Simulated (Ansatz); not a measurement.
# CHF2O radical: two vibrations frozen in

How does the energy of CHF2O, SMILES [O]C(F)F, spin multiplicity 2 change over two coordinates at once? A grid of runs gives the map.

The runs use Ansatz 0.2.0; UKS PBE-D4/def2-TZVP.

## (1) Where the work starts

SMILES `[O]C(F)F`, 5 atoms, charge 0, spin multiplicity 2.

Atoms are counted from 1 here; the program's logs count them from 0.

Bond lengths: O1–C2 1.300 Å, C2–F3 1.364 Å, C2–F4 1.364 Å, C2–H5 1.154 Å. Angles: O1–C2–F3 116.9°, O1–C2–F4 116.8°, O1–C2–H5 99.7°, F3–C2–F4 106.7°, F3–C2–H5 108.0°, F4–C2–H5 107.9°.

Coordinates:

```xyz
5

O    -0.53574   -0.35541    1.15116
C    -0.00293   -0.03479    0.00900
F     1.12294   -0.71116   -0.35944
F    -0.82954   -0.02903   -1.07637
H     0.29527    1.05669    0.23415
```

This geometry comes from a loose relaxation at PBE in a small basis, which is not shown.

## (4) Setting up the map

- normal mode 1 (470 cm⁻¹): 15 values from −0.860 to 0.860 amu½·Å
- normal mode 2 (483 cm⁻¹): 15 values from −0.837 to 0.837 amu½·Å

Nothing else is relaxed (straight displacements along the two mass-weighted modes). Energies count from the relaxed molecule at the same level. Points are written as (first, second).

The patterns, per unit of each coordinate (Å):

| atom | x1 | y1 | z1 | x2 | y2 | z2 |
| --- | --- | --- | --- | --- | --- | --- |
| O1 | -0.143 | 0.050 | -0.052 | 0.026 | -0.034 | -0.104 |
| C2 | 0.051 | -0.018 | 0.019 | 0.044 | 0.051 | -0.072 |
| F3 | 0.079 | -0.001 | -0.084 | 0.069 | -0.037 | 0.105 |
| F4 | -0.001 | -0.026 | 0.112 | -0.123 | 0.030 | 0.035 |
| H5 | 0.193 | -0.067 | 0.071 | 0.068 | 0.038 | -0.147 |

(The set-up runs are not shown.)

## (5) The run at (0.737 amu½·Å, −0.239 amu½·Å)

input.yaml reads:

```yaml
crystal:
  periodic: [false, false, false]
  atoms:
    - { symbol: O, position_ang: [-0.649539, -0.315711, 1.140136] }
    - { symbol: C, position_ang: [0.023312, -0.05342, 0.04692] }
    - { symbol: F, position_ang: [1.168992, -0.702756, -0.445615] }
    - { symbol: F, position_ang: [-0.803718, -0.052669, -1.004454] }
    - { symbol: H, position_ang: [0.422714, 0.992837, 0.313577] }
magnetization:
  spin_polarized: true
  initial_magnetization: 1
basis:
  gaussian: { orbitals: def2-TZVP }
hamiltonian:
  xc: pbe
  dispersion: d4
output:
  forces: true
```

Launch:

```bash
ansatz run input.yaml --threads 1 --pin off --max-ram 2560MiB --backend cpu --events-out ev --progress --plain --runs-dir out
```

Further runs follow: the other points that were computed.

Before running it: what results should come out? Wanted: lowest point; highest computed point; dipole moment.

As calculated:

```
               quantity                                                                                                     value
           lowest point                                                                      (0.000 amu½·Å, 0.000 amu½·Å), 0 cm⁻¹
 highest computed point                                                (−0.860 amu½·Å, −0.837 amu½·Å), 4649 cm⁻¹ above the lowest
      dipole moment (D)  1.30 at (−0.860 amu½·Å, −0.837 amu½·Å) to 1.62 at (0.000 amu½·Å, 0.837 amu½·Å); 1.45 at the lowest point
time for the whole task                                                                          6.4 min on 1 thread, shared host
```

In words: The lowest computed point is at (0.000 amu½·Å, 0.000 amu½·Å), which is the relaxed molecule at the same level itself. No other kind of well shows on this grid. The highest computed point, (0.860 amu½·Å, −0.837 amu½·Å), lies 4649 cm⁻¹ above the lowest. Round the minimum the two coordinates are nearly uncoupled.
